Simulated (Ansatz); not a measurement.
# BHS: vertical ionisation energy

How much energy removes an electron from BHS at fixed geometry? The cation is run at each level and the neutral's energy taken from earlier runs.

Program: Ansatz 0.2.0, Gaussian basis. Level of theory: unrestricted cation, the program's frozen cores in correlated methods. These are calculated values, not measurements.

Levels to be run: UKS PBE-D4/def2-TZVPP; UKS r2SCAN-D4/def2-TZVPP; UKS PBE0-D4/def2-TZVPP; UKS B3LYP-D4/def2-TZVPP; UKS wB97X-V/def2-TZVPP; UKS wB97M-V/def2-TZVPP; UKS B2PLYP/def2-TZVPP; UHF-CCSD(T)/def2-TZVPP; UHF-CCSD(T)/def2-QZVPP; extrapolation to the limit; then −ε(HOMO) from the neutral's earlier runs with LDA (SPW92), PBE-D4, revPBE-D4, BLYP-D4, r2SCAN-D4, B97M-V, PBE0-D4, B3LYP-D4, r2SCANh-D4, r2SCAN0-D4, HSE06-D4, BHLYP-D4, CAM-B3LYP-D4, LC-ωPBE, ωB97X-V, ωB97M-V.

## Step 1: The geometry

The geometry comes from an earlier relaxation with PBE0-D4/def2-TZVP; it is a stationary point.

3 atoms, charge 0, spin multiplicity 1.

Atoms are counted from 1 here; the program's logs count them from 0.

Bond lengths: B1–S2 1.598 Å, B1–H3 1.175 Å. Angles: S2–B1–H3 180.0°.

## Step 2: Cation, UKS PBE-D4/def2-TZVPP

Contents of in.yaml:

```yaml
crystal:
  periodic: [false, false, false]
  atoms:
    - {symbol: B, position_ang: [-0.038631, -0.014314, 0.134807]}
    - {symbol: S, position_ang: [0.399156, 0.147542, -1.393323]}
    - {symbol: H, position_ang: [-0.360535, -0.133228, 1.258507]}
basis:
  gaussian: {orbitals: def2-TZVPP}
total_charge: 1
magnetization: {spin_polarized: true, initial_magnetization: 1}
hamiltonian: {xc: pbe, dispersion: d4}
```

On the command line:

```console
ansatz run in.yaml --threads 2 --pin off --events-out ev --progress --plain --max-ram 22528MiB --backend cpu
```

Further steps of the session: Cation, UKS r2SCAN-D4/def2-TZVPP; Cation, UKS PBE0-D4/def2-TZVPP; Cation, UKS B3LYP-D4/def2-TZVPP; Cation, UKS wB97X-V/def2-TZVPP; Cation, UKS wB97M-V/def2-TZVPP; Cation, UKS B2PLYP (frozen core)/def2-TZVPP; Cation, UHF-CCSD(T)/def2-TZVPP; Cation, UHF-CCSD(T)/def2-QZVPP.

Before running them: what should the planned runs give, taken together? Wanted: ionisation energy, CCSD(T)/CBS; nearest functional by difference; nearest −ε(HOMO); −ε(HOMO) of PBE; T1 of the cation.

The runs gave:

```
                        quantity               value
  ionisation energy, CCSD(T)/CBS            11.29 eV
nearest functional by difference   PBE-D4 (-0.06 eV)
                nearest −ε(HOMO)  LC-ωPBE (-0.07 eV)
                 −ε(HOMO) of PBE             7.41 eV
                T1 of the cation               0.017
```

**Reading.** Energy differences with functionals land within 0.21 eV of the reference. The PBE orbital energy is 3.9 eV too small: a semilocal HOMO is no ionisation energy. Among orbital estimates LC-ωPBE comes nearest. Hartree-Fock falls 1.55 eV short, as the neutral has more correlation energy than the cation.
